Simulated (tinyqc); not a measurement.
Inside a calculation (part 1 of 2). Method: LCCD on RHF in the sto-3g basis, frozen core, for CH3+, spin multiplicity 1. Computed by tinyqc, a small Python program that keeps every step (integrals from PySCF). Settings: charge = 1, multiplicity = 1, basis = sto-3g, method = RHF, frozen orbitals = 1, energy threshold = 1e-10, iteration cap = 52, orthogonalisation = symmetric, start = Wolfsberg-Helmholz matrix, DIIS depth = 6, amplitude equations = LCCD, DIIS depth for amplitudes = 4, cap on updates = 72. Command: `OMP_NUM_THREADS=1 python tinyqc.py 29226 29227 out.jsonl` (the two numbers bound the seeds that draw the settings). One thread of a shared host (Intel(R) Xeon(R) Processor @ 2.60GHz), about 0.09 s of CPU time with the checks. The early iterations of the SCF are left out here.

## One-electron integrals

Geometry (angstrom):
```
atom        x        y       z
C      0.0000   0.0000  0.0110
H      1.2230   0.0000  0.0000
H     -0.6120   1.0590  0.0000
H     -0.6120  -1.0590  0.0000
```

Basis sto-3g: exponents (1/bohr^2) and contraction coefficients of normalised primitives:
```
element  l (shell)  exponent  coefficient
C            s (1)   71.6168       0.1543
C            s (1)   13.0451       0.5353
C            s (1)    3.5305       0.4446
C            s (2)    2.9412      -0.1000
C            s (2)    0.6835       0.3995
C            s (2)    0.2223       0.7001
C            p (3)    2.9412       0.1559
C            p (3)    0.6835       0.6077
C            p (3)    0.2223       0.3920
H            s (1)    3.4253       0.1543
H            s (1)    0.6239       0.5353
H            s (1)    0.1689       0.4446
```

Overlap, kinetic and nuclear-attraction integrals over the contracted functions; the nuclear repulsion is the sum of Za Zb / Rab.

nuclear repulsion = 8.536940 hartree

overlap S, order 1C 1s, 1C 2s, 1C 2px, 1C 2py, 1C 2pz, 2H 1s, 3H 1s, 4H 1s:
$$\begin{pmatrix}
1.0000 & 0.2484 & 0.0000 & 0.0000 & 0.0000 & 0.0457 & 0.0457 & 0.0457 \\
0.2484 & 1.0000 & 0.0000 & 0.0000 & 0.0000 & 0.4171 & 0.4170 & 0.4170 \\
0.0000 & 0.0000 & 1.0000 & 0.0000 & 0.0000 & 0.4186 & -0.2094 & -0.2094 \\
0.0000 & 0.0000 & 0.0000 & 1.0000 & 0.0000 & 0.0000 & 0.3624 & -0.3624 \\
0.0000 & 0.0000 & 0.0000 & 0.0000 & 1.0000 & -0.0038 & -0.0038 & -0.0038 \\
0.0457 & 0.4171 & 0.4186 & 0.0000 & -0.0038 & 1.0000 & 0.0978 & 0.0978 \\
0.0457 & 0.4170 & -0.2094 & 0.3624 & -0.0038 & 0.0978 & 1.0000 & 0.0979 \\
0.0457 & 0.4170 & -0.2094 & -0.3624 & -0.0038 & 0.0978 & 0.0979 & 1.0000
\end{pmatrix}$$

kinetic energy T (hartree), order 1C 1s, 1C 2s, 1C 2px, 1C 2py, 1C 2pz, 2H 1s, 3H 1s, 4H 1s:
$$\begin{pmatrix}
15.8911 & -0.0859 & 0.0000 & 0.0000 & 0.0000 & -0.0122 & -0.0122 & -0.0122 \\
-0.0859 & 0.4722 & 0.0000 & 0.0000 & 0.0000 & 0.0686 & 0.0686 & 0.0686 \\
0.0000 & 0.0000 & 1.4777 & 0.0000 & 0.0000 & 0.1864 & -0.0932 & -0.0932 \\
0.0000 & 0.0000 & 0.0000 & 1.4777 & 0.0000 & 0.0000 & 0.1614 & -0.1614 \\
0.0000 & 0.0000 & 0.0000 & 0.0000 & 1.4777 & -0.0017 & -0.0017 & -0.0017 \\
-0.0122 & 0.0686 & 0.1864 & 0.0000 & -0.0017 & 0.7600 & -0.0111 & -0.0111 \\
-0.0122 & 0.0686 & -0.0932 & 0.1614 & -0.0017 & -0.0111 & 0.7600 & -0.0111 \\
-0.0122 & 0.0686 & -0.0932 & -0.1614 & -0.0017 & -0.0111 & -0.0111 & 0.7600
\end{pmatrix}$$

nuclear attraction V (hartree), order 1C 1s, 1C 2s, 1C 2px, 1C 2py, 1C 2pz, 2H 1s, 3H 1s, 4H 1s:
$$\begin{pmatrix}
-34.9507 & -4.5146 & 0.0000 & 0.0000 & 0.0004 & -0.8425 & -0.8423 & -0.8423 \\
-4.5146 & -6.4679 & 0.0001 & 0.0000 & 0.0039 & -2.2100 & -2.2096 & -2.2096 \\
0.0000 & 0.0001 & -6.4760 & 0.0000 & 0.0000 & -2.0435 & 1.0224 & 1.0224 \\
0.0000 & 0.0000 & 0.0000 & -6.4758 & 0.0000 & 0.0000 & -1.7690 & 1.7690 \\
0.0004 & 0.0039 & 0.0000 & 0.0000 & -6.3250 & 0.0192 & 0.0192 & 0.0192 \\
-0.8425 & -2.2100 & -2.0435 & 0.0000 & 0.0192 & -4.2891 & -0.4705 & -0.4705 \\
-0.8423 & -2.2096 & 1.0224 & -1.7690 & 0.0192 & -0.4705 & -4.2889 & -0.4709 \\
-0.8423 & -2.2096 & 1.0224 & 1.7690 & 0.0192 & -0.4705 & -0.4709 & -4.2889
\end{pmatrix}$$

core Hamiltonian H = T + V (hartree), order 1C 1s, 1C 2s, 1C 2px, 1C 2py, 1C 2pz, 2H 1s, 3H 1s, 4H 1s:
$$\begin{pmatrix}
-19.0595 & -4.6005 & 0.0000 & 0.0000 & 0.0004 & -0.8547 & -0.8544 & -0.8544 \\
-4.6005 & -5.9957 & 0.0001 & 0.0000 & 0.0039 & -2.1414 & -2.1411 & -2.1411 \\
0.0000 & 0.0001 & -4.9982 & 0.0000 & 0.0000 & -1.8571 & 0.9291 & 0.9291 \\
0.0000 & 0.0000 & 0.0000 & -4.9981 & 0.0000 & 0.0000 & -1.6077 & 1.6077 \\
0.0004 & 0.0039 & 0.0000 & 0.0000 & -4.8473 & 0.0175 & 0.0175 & 0.0175 \\
-0.8547 & -2.1414 & -1.8571 & 0.0000 & 0.0175 & -3.5290 & -0.4816 & -0.4816 \\
-0.8544 & -2.1411 & 0.9291 & -1.6077 & 0.0175 & -0.4816 & -3.5289 & -0.4820 \\
-0.8544 & -2.1411 & 0.9291 & 1.6077 & 0.0175 & -0.4816 & -0.4820 & -3.5289
\end{pmatrix}$$

## Two-electron integrals

Functions are numbered as in S; the eight-fold symmetry (ij|kl) = (ji|kl) = (kl|ij) leaves the list below.

Two-electron integrals (ij|kl) in chemists' order, unique and non-zero (hartree):
```
(11|11) 3.5419      (21|11) 0.5769      (21|21) 0.1119      (22|11) 0.8547
(22|21) 0.2053      (22|22) 0.6247      (31|31) 0.0203      (32|31) 0.0309
(32|32) 0.1380      (33|11) 0.8524      (33|21) 0.2053      (33|22) 0.6246
(33|33) 0.6728      (41|41) 0.0203      (42|41) 0.0309      (42|42) 0.1380
(43|43) 0.0363      (44|11) 0.8524      (44|21) 0.2053      (44|22) 0.6246
(44|33) 0.6003      (44|44) 0.6728      (51|51) 0.0203      (52|51) 0.0309
(52|52) 0.1380      (53|53) 0.0363      (54|54) 0.0363      (55|11) 0.8524
(55|21) 0.2053      (55|22) 0.6246      (55|33) 0.6003      (55|44) 0.6003
(55|55) 0.6728      (61|11) 0.1067      (61|21) 0.0206      (61|22) 0.0377
(61|31) 0.0012      (61|32) 0.0023      (61|33) 0.0380      (61|44) 0.0376
(61|51) -1.12e-05   (61|52) -2.09e-05   (61|53) -3.58e-06   (61|55) 0.0376
(61|61) 0.0039      (62|11) 0.2691      (62|21) 0.0656      (62|22) 0.2212
(62|31) 0.0062      (62|32) 0.0439      (62|33) 0.2318      (62|44) 0.2157
(62|51) -5.61e-05   (62|52) -3.95e-04   (62|53) -1.44e-04   (62|55) 0.2157
(62|61) 0.0126      (62|62) 0.1048      (63|11) 0.2345      (63|21) 0.0578
(63|22) 0.2069      (63|31) 0.0113      (63|32) 0.0727      (63|33) 0.2274
(63|44) 0.1965      (63|51) -4.29e-05   (63|52) -3.41e-04   (63|53) -2.02e-04
(63|55) 0.1965      (63|61) 0.0116      (63|62) 0.1164      (63|63) 0.1394
(64|41) 0.0065      (64|42) 0.0348      (64|43) 0.0085      (64|54) -7.61e-05
(64|64) 0.0125      (65|11) -0.0021     (65|21) -0.0005     (65|22) -0.0019
(65|31) -4.29e-05   (65|32) -3.41e-04   (65|33) -0.0019     (65|44) -0.0018
(65|51) 0.0065      (65|52) 0.0348      (65|53) 0.0085      (65|55) -0.0019
(65|61) -1.04e-04   (65|62) -0.0010     (65|63) -0.0011     (65|65) 0.0125
(66|11) 0.4268      (66|21) 0.1057      (66|22) 0.4066      (66|31) 0.0122
(66|32) 0.1170      (66|33) 0.4487      (66|44) 0.3853      (66|51) -1.10e-04
(66|52) -0.0011     (66|53) -0.0006     (66|55) 0.3853      (66|61) 0.0206
(66|62) 0.2479      (66|63) 0.3034      (66|65) -0.0027     (66|66) 0.7746
(71|11) 0.1066      (71|21) 0.0206      (71|22) 0.0377      (71|31) -0.0006
(71|32) -0.0012     (71|33) 0.0377      (71|41) 0.0011      (71|42) 0.0020
(71|43) -1.72e-04   (71|44) 0.0379      (71|51) -1.12e-05   (71|52) -2.09e-05
(71|53) 1.79e-06    (71|54) -3.10e-06   (71|55) 0.0376      (71|61) 0.0037
(71|62) 0.0118      (71|63) 0.0102      (71|64) 4.06e-04    (71|65) -9.79e-05
(71|66) 0.0189      (71|71) 0.0039      (72|11) 0.2690      (72|21) 0.0655
(72|22) 0.2211      (72|31) -0.0031     (72|32) -0.0220     (72|33) 0.2197
(72|41) 0.0054      (72|42) 0.0380      (72|43) -0.0070     (72|44) 0.2277
(72|51) -5.60e-05   (72|52) -3.95e-04   (72|53) 7.23e-05    (72|54) -1.25e-04
(72|55) 0.2157      (72|61) 0.0118      (72|62) 0.0730      (72|63) 0.0639
(72|64) 0.0086      (72|65) -0.0007     (72|66) 0.1329      (72|71) 0.0126
(72|72) 0.1048      (73|11) -0.1173     (73|21) -0.0289     (73|22) -0.1035
(73|31) 0.0077      (73|32) 0.0443      (73|33) -0.1085     (73|41) -0.0021
(73|42) -0.0164     (73|43) 0.0104      (73|44) -0.1036     (73|51) 2.14e-05
(73|52) 1.71e-04    (73|53) -1.08e-04   (73|54) 5.43e-05    (73|55) -0.0983
(73|61) -0.0047     (73|62) -0.0245     (73|63) -0.0143     (73|64) -0.0021
(73|65) 2.34e-04    (73|66) -0.0378     (73|71) -0.0058     (73|72) -0.0582
(73|73) 0.0442      (74|11) 0.2030      (74|21) 0.0501      (74|22) 0.1791
(74|31) -0.0021     (74|32) -0.0164     (74|33) 0.1732      (74|41) 0.0101
(74|42) 0.0632      (74|43) -0.0095     (74|44) 0.1938      (74|51) -3.71e-05
(74|52) -2.95e-04   (74|53) 5.43e-05    (74|54) -1.70e-04   (74|55) 0.1701
(74|61) 0.0090      (74|62) 0.0596      (74|63) 0.0519      (74|64) 0.0145
(74|65) -0.0006     (74|66) 0.1093      (74|71) 0.0100      (74|72) 0.1007
(74|73) -0.0550     (74|74) 0.1076      (75|11) -0.0021     (75|21) -0.0005
(75|22) -0.0019     (75|31) 2.14e-05    (75|32) 1.71e-04    (75|33) -0.0018
(75|41) -3.71e-05   (75|42) -2.95e-04   (75|43) 5.43e-05    (75|44) -0.0019
(75|51) 0.0065      (75|52) 0.0348      (75|53) -0.0042     (75|54) 0.0073
(75|55) -0.0019     (75|61) -9.80e-05   (75|62) -0.0007     (75|63) -0.0006
(75|64) -8.16e-05   (75|65) 0.0081      (75|66) -0.0014     (75|71) -1.04e-04
(75|72) -0.0010     (75|73) 0.0006      (75|74) -0.0010     (75|75) 0.0125
(76|11) 0.0563      (76|21) 0.0138      (76|22) 0.0481      (76|31) 0.0005
(76|32) 0.0041      (76|33) 0.0485      (76|41) 0.0009      (76|42) 0.0071
(76|43) 3.18e-04    (76|44) 0.0489      (76|51) -1.96e-05   (76|52) -1.48e-04
(76|53) -2.02e-05   (76|54) -3.50e-05   (76|55) 0.0468      (76|61) 0.0026
(76|62) 0.0202      (76|63) 0.0208      (76|64) 0.0022      (76|65) -2.22e-04
(76|66) 0.0444      (76|71) 0.0026      (76|72) 0.0202      (76|73) -0.0085
(76|74) 0.0192      (76|75) -2.22e-04   (76|76) 0.0048      (77|11) 0.4267
(77|21) 0.1057      (77|22) 0.4066      (77|31) -0.0061     (77|32) -0.0585
(77|33) 0.4011      (77|41) 0.0106      (77|42) 0.1013      (77|43) -0.0275
(77|44) 0.4328      (77|51) -1.10e-04   (77|52) -0.0011     (77|53) 2.85e-04
(77|54) -4.93e-04   (77|55) 0.3853      (77|61) 0.0189      (77|62) 0.1329
(77|63) 0.1136      (77|64) 0.0220      (77|65) -0.0014     (77|66) 0.2492
(77|71) 0.0206      (77|72) 0.2479      (77|73) -0.1518     (77|74) 0.2626
(77|75) -0.0027     (77|76) 0.0444      (77|77) 0.7746      (81|11) 0.1066
(81|21) 0.0206      (81|22) 0.0377      (81|31) -0.0006     (81|32) -0.0012
(81|33) 0.0377      (81|41) -0.0011     (81|42) -0.0020     (81|43) 1.72e-04
(81|44) 0.0379      (81|51) -1.12e-05   (81|52) -2.09e-05   (81|53) 1.79e-06
(81|54) 3.10e-06    (81|55) 0.0376      (81|61) 0.0037      (81|62) 0.0118
(81|63) 0.0102      (81|64) -4.06e-04   (81|65) -9.79e-05   (81|66) 0.0189
(81|71) 0.0037      (81|72) 0.0118      (81|73) -0.0054     (81|74) 0.0086
(81|75) -9.79e-05   (81|76) 0.0024      (81|77) 0.0189      (81|81) 0.0039
(82|11) 0.2690      (82|21) 0.0655      (82|22) 0.2211      (82|31) -0.0031
(82|32) -0.0220     (82|33) 0.2197      (82|41) -0.0054     (82|42) -0.0380
(82|43) 0.0070      (82|44) 0.2277      (82|51) -5.60e-05   (82|52) -3.95e-04
(82|53) 7.23e-05    (82|54) 1.25e-04    (82|55) 0.2157      (82|61) 0.0118
(82|62) 0.0730      (82|63) 0.0639      (82|64) -0.0086     (82|65) -0.0007
(82|66) 0.1329      (82|71) 0.0118      (82|72) 0.0730      (82|73) -0.0395
(82|74) 0.0510      (82|75) -0.0007     (82|76) 0.0151      (82|77) 0.1329
(82|81) 0.0126      (82|82) 0.1048      (83|11) -0.1173     (83|21) -0.0289
(83|22) -0.1035     (83|31) 0.0077      (83|32) 0.0443      (83|33) -0.1085
(83|41) 0.0021      (83|42) 0.0164      (83|43) -0.0104     (83|44) -0.1036
(83|51) 2.14e-05    (83|52) 1.71e-04    (83|53) -1.08e-04   (83|54) -5.43e-05
(83|55) -0.0983     (83|61) -0.0047     (83|62) -0.0245     (83|63) -0.0143
(83|64) 0.0021      (83|65) 2.34e-04    (83|66) -0.0378     (83|71) -0.0054
(83|72) -0.0395     (83|73) 0.0289      (83|74) -0.0270     (83|75) 3.75e-04
(83|76) -0.0063     (83|77) -0.0759     (83|81) -0.0058     (83|82) -0.0582
(83|83) 0.0442      (84|11) -0.2030     (84|21) -0.0501     (84|22) -0.1791
(84|31) 0.0021      (84|32) 0.0164      (84|33) -0.1732     (84|41) 0.0101
(84|42) 0.0632      (84|43) -0.0095     (84|44) -0.1938     (84|51) 3.71e-05
(84|52) 2.95e-04    (84|53) -5.43e-05   (84|54) -1.70e-04   (84|55) -0.1701
(84|61) -0.0090     (84|62) -0.0596     (84|63) -0.0519     (84|64) 0.0145
(84|65) 0.0006      (84|66) -0.1093     (84|71) -0.0086     (84|72) -0.0510
(84|73) 0.0270      (84|74) -0.0286     (84|75) 4.86e-04    (84|76) -0.0109
(84|77) -0.0873     (84|81) -0.0100     (84|82) -0.1007     (84|83) 0.0550
(84|84) 0.1076      (85|11) -0.0021     (85|21) -0.0005     (85|22) -0.0019
(85|31) 2.14e-05    (85|32) 1.71e-04    (85|33) -0.0018     (85|41) 3.71e-05
(85|42) 2.95e-04    (85|43) -5.43e-05   (85|44) -0.0019     (85|51) 0.0065
(85|52) 0.0348      (85|53) -0.0042     (85|54) -0.0073     (85|55) -0.0019
(85|61) -9.80e-05   (85|62) -0.0007     (85|63) -0.0006     (85|64) 8.16e-05
(85|65) 0.0081      (85|66) -0.0014     (85|71) -9.79e-05   (85|72) -0.0007
(85|73) 3.75e-04    (85|74) -4.86e-04   (85|75) 0.0081      (85|76) -1.61e-04
(85|77) -0.0014     (85|81) -1.04e-04   (85|82) -0.0010     (85|83) 0.0006
(85|84) 0.0010      (85|85) 0.0125      (86|11) 0.0563      (86|21) 0.0138
(86|22) 0.0481      (86|31) 0.0005      (86|32) 0.0041      (86|33) 0.0485
(86|41) -0.0009     (86|42) -0.0071     (86|43) -3.18e-04   (86|44) 0.0489
(86|51) -1.96e-05   (86|52) -1.48e-04   (86|53) -2.02e-05   (86|54) 3.50e-05
(86|55) 0.0468      (86|61) 0.0026      (86|62) 0.0202      (86|63) 0.0208
(86|64) -0.0022     (86|65) -2.22e-04   (86|66) 0.0444      (86|71) 0.0024
(86|72) 0.0151      (86|73) -0.0063     (86|74) 0.0109      (86|75) -1.61e-04
(86|76) 0.0038      (86|77) 0.0272      (86|81) 0.0026      (86|82) 0.0202
(86|83) -0.0085     (86|84) -0.0192     (86|85) -2.22e-04   (86|86) 0.0048
(87|11) 0.0563      (87|21) 0.0138      (87|22) 0.0481      (87|31) -0.0011
(87|32) -0.0082     (87|33) 0.0491      (87|44) 0.0484      (87|51) -1.96e-05
(87|52) -1.48e-04   (87|53) 4.05e-05    (87|55) 0.0469      (87|61) 0.0024
(87|62) 0.0151      (87|63) 0.0126      (87|65) -1.61e-04   (87|66) 0.0272
(87|71) 0.0026      (87|72) 0.0202      (87|73) -0.0124     (87|74) 0.0170
(87|75) -2.22e-04   (87|76) 0.0038      (87|77) 0.0445      (87|81) 0.0026
(87|82) 0.0202      (87|83) -0.0124     (87|84) -0.0170     (87|85) -2.22e-04
(87|86) 0.0038      (87|87) 0.0049      (88|11) 0.4267      (88|21) 0.1057
(88|22) 0.4066      (88|31) -0.0061     (88|32) -0.0585     (88|33) 0.4011
(88|41) -0.0106     (88|42) -0.1013     (88|43) 0.0275      (88|44) 0.4328
(88|51) -1.10e-04   (88|52) -0.0011     (88|53) 2.85e-04    (88|54) 4.93e-04
(88|55) 0.3853      (88|61) 0.0189      (88|62) 0.1329      (88|63) 0.1136
(88|64) -0.0220     (88|65) -0.0014     (88|66) 0.2492      (88|71) 0.0189
(88|72) 0.1329      (88|73) -0.0759     (88|74) 0.0873      (88|75) -0.0014
(88|76) 0.0272      (88|77) 0.2493      (88|81) 0.0206      (88|82) 0.2479
(88|83) -0.1518     (88|84) -0.2626     (88|85) -0.0027     (88|86) 0.0444
(88|87) 0.0445      (88|88) 0.7746
```

## Orthogonalisation

S = U s U^T; symmetric (Loewdin) form X = U s^(-1/2) U^T, so that X^T S X = 1.

eigenvalues of S: [0.3398, 0.4360, 0.4362, 0.9718, 1.0002, 1.4658, 1.4662, 1.8838]

X, order 1C 1s, 1C 2s, 1C 2px, 1C 2py, 1C 2pz, 2H 1s, 3H 1s, 4H 1s:
$$\begin{pmatrix}
1.0278 & -0.1579 & 0.0000 & 0.0000 & 0.0003 & 0.0235 & 0.0235 & 0.0235 \\
-0.1579 & 1.2934 & 0.0000 & 0.0000 & -0.0024 & -0.2667 & -0.2667 & -0.2667 \\
0.0000 & 0.0000 & 1.1374 & 0.0000 & 0.0000 & -0.2798 & 0.1400 & 0.1400 \\
0.0000 & 0.0000 & 0.0000 & 1.1373 & 0.0000 & 0.0000 & -0.2422 & 0.2422 \\
0.0003 & -0.0024 & 0.0000 & 0.0000 & 1.0000 & 0.0024 & 0.0024 & 0.0024 \\
0.0235 & -0.2667 & -0.2798 & 0.0000 & 0.0024 & 1.1809 & -0.0219 & -0.0219 \\
0.0235 & -0.2667 & 0.1400 & -0.2422 & 0.0024 & -0.0219 & 1.1808 & -0.0219 \\
0.0235 & -0.2667 & 0.1400 & 0.2422 & 0.0024 & -0.0219 & -0.0219 & 1.1808
\end{pmatrix}$$

## Iteration 6 (converged): orbitals

converged F (hartree), order 1C 1s, 1C 2s, 1C 2px, 1C 2py, 1C 2pz, 2H 1s, 3H 1s, 4H 1s:
$$\begin{pmatrix}
-11.5557 & -3.0901 & 0.0000 & 0.0000 & -0.0001 & -0.5802 & -0.5801 & -0.5801 \\
-3.0901 & -1.8837 & 0.0000 & 0.0000 & 0.0030 & -0.7587 & -0.7585 & -0.7585 \\
0.0000 & 0.0000 & -0.6918 & 0.0000 & 0.0000 & -0.5667 & 0.2835 & 0.2835 \\
0.0000 & 0.0000 & 0.0000 & -0.6916 & 0.0000 & 0.0000 & -0.4907 & 0.4907 \\
-0.0001 & 0.0030 & 0.0000 & 0.0000 & -0.2053 & 0.0041 & 0.0041 & 0.0041 \\
-0.5802 & -0.7587 & -0.5667 & 0.0000 & 0.0041 & -0.6874 & -0.1765 & -0.1765 \\
-0.5801 & -0.7585 & 0.2835 & -0.4907 & 0.0041 & -0.1765 & -0.6873 & -0.1767 \\
-0.5801 & -0.7585 & 0.2835 & 0.4907 & 0.0041 & -0.1765 & -0.1767 & -0.6873
\end{pmatrix}$$

Diagonalise F' = X^T F X, C = X C', fill 4 alpha and 4 beta electrons from the bottom; D = 2 C_occ C_occ^T. Each column has its largest component positive (the first on a tie).

F' = X^T F X (hartree):
$$\begin{pmatrix}
-11.3199 & -1.5870 & 0.0000 & 0.0000 & 0.0002 & -0.0563 & -0.0563 & -0.0563 \\
-1.5870 & -0.9758 & 0.0000 & 0.0000 & -0.0005 & -0.3784 & -0.3783 & -0.3783 \\
0.0000 & 0.0000 & -0.4138 & 0.0000 & 0.0000 & -0.4499 & 0.2251 & 0.2251 \\
0.0000 & 0.0000 & 0.0000 & -0.4139 & 0.0000 & 0.0000 & -0.3895 & 0.3895 \\
0.0002 & -0.0005 & 0.0000 & 0.0000 & -0.2053 & 0.0030 & 0.0030 & 0.0030 \\
-0.0563 & -0.3784 & -0.4499 & 0.0000 & 0.0030 & -0.2863 & -0.0383 & -0.0383 \\
-0.0563 & -0.3783 & 0.2251 & -0.3895 & 0.0030 & -0.0383 & -0.2863 & -0.0382 \\
-0.0563 & -0.3783 & 0.2251 & 0.3895 & 0.0030 & -0.0383 & -0.0382 & -0.2863
\end{pmatrix}$$

orbital energies (hartree): MO1 -11.5613, MO2 -1.2097, MO3 -0.8882, MO4 -0.8880, MO5 -0.2053, MO6 0.1126, MO7 0.2260, MO8 0.2264

coefficients C, order 1C 1s, 1C 2s, 1C 2px, 1C 2py, 1C 2pz, 2H 1s, 3H 1s, 4H 1s:
$$\begin{pmatrix}
0.9933 & -0.2342 & 0.0000 & 0.0000 & -0.0032 & -0.2038 & 0.0000 & 0.0001 \\
0.0290 & 0.7682 & 0.0001 & 0.0000 & 0.0157 & 1.1490 & 0.0000 & -0.0006 \\
0.0000 & 0.0000 & 0.6385 & 0.0000 & 0.0000 & 0.0004 & 0.0000 & 1.0018 \\
0.0000 & 0.0000 & 0.0000 & 0.6385 & 0.0000 & 0.0000 & 1.0015 & 0.0000 \\
0.0000 & -0.0021 & 0.0000 & 0.0000 & 0.9999 & -0.0186 & 0.0000 & 0.0000 \\
-0.0052 & 0.1780 & 0.4286 & 0.0000 & -0.0067 & -0.6868 & 0.0000 & -0.9265 \\
-0.0052 & 0.1780 & -0.2143 & 0.3713 & -0.0067 & -0.6859 & -0.8025 & 0.4638 \\
-0.0052 & 0.1780 & -0.2143 & -0.3713 & -0.0067 & -0.6859 & 0.8025 & 0.4638
\end{pmatrix}$$

D after iteration 6, order 1C 1s, 1C 2s, 1C 2px, 1C 2py, 1C 2pz, 2H 1s, 3H 1s, 4H 1s:
$$\begin{pmatrix}
2.0828 & -0.3023 & 0.0000 & 0.0000 & 0.0009 & -0.0937 & -0.0937 & -0.0937 \\
-0.3023 & 1.1820 & 0.0000 & 0.0000 & -0.0032 & 0.2733 & 0.2731 & 0.2731 \\
0.0000 & 0.0000 & 0.8153 & 0.0000 & 0.0000 & 0.5473 & -0.2737 & -0.2737 \\
0.0000 & 0.0000 & 0.0000 & 0.8154 & 0.0000 & 0.0000 & 0.4741 & -0.4741 \\
0.0009 & -0.0032 & 0.0000 & 0.0000 & 0.0000 & -0.0007 & -0.0007 & -0.0007 \\
-0.0937 & 0.2733 & 0.5473 & 0.0000 & -0.0007 & 0.4308 & -0.1203 & -0.1203 \\
-0.0937 & 0.2731 & -0.2737 & 0.4741 & -0.0007 & -0.1203 & 0.4310 & -0.1204 \\
-0.0937 & 0.2731 & -0.2737 & -0.4741 & -0.0007 & -0.1203 & -0.1204 & 0.4310
\end{pmatrix}$$

## Convergence

Stop when the energy changes by less than 1e-10 hartree and every element of the error matrix X^T (F D S - S D F) X is below 3e-06.

Course of the cycle:
```
iteration  E (hartree)     change  largest element of the error matrix
1           -38.669834          -                             3.19e-01
2           -38.753243  -8.34e-02                             5.08e-02
3           -38.758054  -4.81e-03                             8.71e-03
4           -38.758291  -2.37e-04                             1.68e-03
5           -38.758295  -4.35e-06                             5.19e-06
6           -38.758295  -5.11e-11                             1.09e-06
```

PySCF RHF in the same basis = -38.758295 hartree

Converged in 6 iterations.
